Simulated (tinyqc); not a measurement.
Worked calculation: UHF in the sto-3g basis, for BH2, spin multiplicity 2. This run ends on a higher stationary point, not on the lowest solution. One step of it, computed by the program tinyqc.

Question. Iteration 20 (converged): orbitals. Diagonalise F' = X^T F X, C = X C', fill 4 alpha and 3 beta electrons from the bottom; D(s) = C_occ C_occ^T. Each column has its largest component positive (the first on a tie).

converged F(alpha) (hartree):
```
            1B 1s      1B 2s     1B 2px     1B 2py     1B 2pz      2H 1s      3H 1s
1B 1s   -7.349801  -2.171420   0.000000  -0.000032   0.009955  -0.336884  -0.331883
1B 2s   -2.171420  -1.069263   0.000000   0.000411  -0.051557  -0.439180  -0.435590
1B 2px   0.000000   0.000000  -0.235201   0.000000   0.000000   0.000000   0.000000
1B 2py  -0.000032   0.000411   0.000000  -0.114409  -0.001973  -0.294482   0.292479
1B 2pz   0.009955  -0.051557   0.000000  -0.001973   0.225877  -0.096527  -0.094168
2H 1s   -0.336884  -0.439180   0.000000  -0.294482  -0.096527  -0.194054  -0.055199
3H 1s   -0.331883  -0.435590   0.000000   0.292479  -0.094168  -0.055199  -0.187344
```

converged F(beta) (hartree):
```
            1B 1s      1B 2s    1B 2px     1B 2py     1B 2pz      2H 1s      3H 1s
1B 1s   -7.309980  -2.140513  0.000000  -0.000007   0.009922  -0.331636  -0.326773
1B 2s   -2.140513  -0.823301  0.000000  -0.002260  -0.104833  -0.416571  -0.413100
1B 2px   0.000000   0.000000  0.386675   0.000000   0.000000   0.000000   0.000000
1B 2py  -0.000007  -0.002260  0.000000   0.014870  -0.000316  -0.293822   0.292864
1B 2pz   0.009922  -0.104833  0.000000  -0.000316   0.259710  -0.140731  -0.140690
2H 1s   -0.331636  -0.416571  0.000000  -0.293822  -0.140731  -0.321277  -0.067273
3H 1s   -0.326773  -0.413100  0.000000   0.292864  -0.140690  -0.067273  -0.322471
```

X:
```
            1B 1s      1B 2s    1B 2px     1B 2py     1B 2pz      2H 1s      3H 1s
1B 1s    1.031219  -0.158566  0.000000  -0.000107  -0.009186   0.024531   0.024383
1B 2s   -0.158566   1.168852  0.000000   0.001217   0.074250  -0.236756  -0.233921
1B 2px   0.000000   0.000000  1.000000   0.000000   0.000000   0.000000   0.000000
1B 2py  -0.000107   0.001217  0.000000   1.123190   0.000596  -0.224818   0.222637
1B 2pz  -0.009186   0.074250  0.000000   0.000596   1.039353  -0.125993  -0.124665
2H 1s    0.024531  -0.236756  0.000000  -0.224818  -0.125993   1.149885  -0.008869
3H 1s    0.024383  -0.233921  0.000000   0.222637  -0.124665  -0.008869   1.147132
```

Give: F' = X^T F X; orbital energies; coefficients C; F' = X^T F X; orbital energies; coefficients C; D(alpha) after iteration 20; D(beta) after iteration 20.

Answer.

F' = X^T F X (alpha) (hartree):
```
         1        2        3        4        5        6        7
1  -7.1601  -1.1608   0.0000  -0.0003  -0.0061  -0.0073  -0.0060
2  -1.1608  -0.4379   0.0000   0.0024   0.0609  -0.3298  -0.3271
3   0.0000   0.0000  -0.2352   0.0000   0.0000   0.0000   0.0000
4  -0.0003   0.0024   0.0000   0.1371  -0.0008  -0.3483   0.3458
5  -0.0061   0.0609   0.0000  -0.0008   0.2890  -0.1436  -0.1413
6  -0.0073  -0.3298   0.0000  -0.3483  -0.1436   0.0996  -0.0102
7  -0.0060  -0.3271   0.0000   0.3458  -0.1413  -0.0102   0.1021
```

orbital energies (alpha) (hartree): MO1 -7.3559, MO2 -0.5672, MO3 -0.3669, MO4 -0.2352, MO5 0.1445, MO6 0.5602, MO7 0.6151

coefficients C (alpha):
```
            MO1      MO2      MO3     MO4      MO5      MO6      MO7
1B 1s    0.9908  -0.2520   0.0019  0.0000   0.1356  -0.1617  -0.0062
1B 2s    0.0341   0.7636  -0.0078  0.0000  -0.5665   0.7756   0.0308
1B 2px   0.0000   0.0000   0.0000  1.0000   0.0000   0.0000   0.0000
1B 2py   0.0000   0.0011   0.5569  0.0000  -0.0014  -0.0321   1.0249
1B 2pz   0.0010   0.0399   0.0026  0.0000   0.7185   0.7738   0.0257
2H 1s   -0.0056   0.2729   0.4310  0.0000   0.3545  -0.6977  -0.7567
3H 1s   -0.0056   0.2671  -0.4295  0.0000   0.3606  -0.7440   0.7050
```

F' = X^T F X (beta) (hartree):
```
         1        2       3        4        5        6        7
1  -7.1218  -1.1720  0.0000   0.0002  -0.0004  -0.0072  -0.0061
2  -1.1720  -0.1581  0.0000  -0.0006   0.0266  -0.3240  -0.3207
3   0.0000   0.0000  0.3867   0.0000   0.0000   0.0000   0.0000
4   0.0002  -0.0006  0.0000   0.2881   0.0005  -0.3496   0.3475
5  -0.0004   0.0266  0.0000   0.0005   0.3370  -0.1696  -0.1685
6  -0.0072  -0.3240  0.0000  -0.3496  -0.1696  -0.0508  -0.0180
7  -0.0061  -0.3207  0.0000   0.3475  -0.1685  -0.0180  -0.0566
```

orbital energies (beta) (hartree): MO1 -7.3147, MO2 -0.5021, MO3 -0.3926, MO4 0.2227, MO5 0.3867, MO6 0.5794, MO7 0.6451

coefficients C (beta):
```
            MO1      MO2      MO3      MO4     MO5      MO6      MO7
1B 1s    0.9921  -0.1862   0.0005  -0.1918  0.0000  -0.1844  -0.0075
1B 2s    0.0294   0.4976  -0.0016   0.7404  0.0000   0.8424   0.0363
1B 2px   0.0000   0.0000   0.0000   0.0000  1.0000   0.0000   0.0000
1B 2py   0.0000   0.0022  -0.4024  -0.0019  0.0000  -0.0428   1.0945
1B 2pz   0.0008   0.1163   0.0005  -0.6836  0.0000   0.7971   0.0317
2H 1s   -0.0048   0.4382  -0.5286  -0.2833  0.0000  -0.6462  -0.6900
3H 1s   -0.0048   0.4380   0.5347  -0.2815  0.0000  -0.6933   0.6315
```

D(alpha) after iteration 20:
```
          1B 1s    1B 2s  1B 2px   1B 2py   1B 2pz    2H 1s    3H 1s
1B 1s    1.0453  -0.1587  0.0000   0.0008  -0.0091  -0.0735  -0.0737
1B 2s   -0.1587   0.5842  0.0000  -0.0035   0.0305   0.2049   0.2071
1B 2px   0.0000   0.0000  1.0000   0.0000   0.0000   0.0000   0.0000
1B 2py   0.0008  -0.0035  0.0000   0.3102   0.0015   0.2403  -0.2389
1B 2pz  -0.0091   0.0305  0.0000   0.0015   0.0016   0.0120   0.0095
2H 1s   -0.0735   0.2049  0.0000   0.2403   0.0120   0.2603  -0.1122
3H 1s   -0.0737   0.2071  0.0000  -0.2389   0.0095  -0.1122   0.2558
```

D(beta) after iteration 20:
```
          1B 1s    1B 2s  1B 2px   1B 2py   1B 2pz    2H 1s    3H 1s
1B 1s    1.0190  -0.0634  0.0000  -0.0006  -0.0209  -0.0866  -0.0860
1B 2s   -0.0634   0.2485  0.0000   0.0017   0.0579   0.2187   0.2170
1B 2px   0.0000   0.0000  0.0000   0.0000   0.0000   0.0000   0.0000
1B 2py  -0.0006   0.0017  0.0000   0.1620   0.0000   0.2137  -0.2142
1B 2pz  -0.0209   0.0579  0.0000   0.0000   0.0135   0.0507   0.0512
2H 1s   -0.0866   0.2187  0.0000   0.2137   0.0507   0.4714  -0.0907
3H 1s   -0.0860   0.2170  0.0000  -0.2142   0.0512  -0.0907   0.4778
```
